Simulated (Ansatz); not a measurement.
# How basis sets differ on C2F2 (SMILES FC#CF)

C2F2, singlet, SMILES `FC#CF`. Each level relaxes the structure for itself.

Quantity: the highest harmonic wavenumber at each level's own minimum, in cm⁻¹. The values are calculated.

| level | kind | program | value (cm⁻¹) |
| --- | --- | --- | --- |
| HF/STO-3G | Hartree–Fock | Ansatz | 3021 |
| HF/3-21G | Hartree–Fock | Ansatz | 2813 |
| HF/6-31G* (Cartesian functions) | Hartree–Fock | Ansatz | 2801 |
| HF/6-31G** (Cartesian functions) | Hartree–Fock | Ansatz | 2801 |
| HF/cc-pVTZ | Hartree–Fock | Ansatz | 2770 |

Harmonic and unscaled. The values span 2770 to 3021 cm⁻¹. Without the sets that lack polarisation functions the rows with a basis span only 2770 to 2801 cm⁻¹.
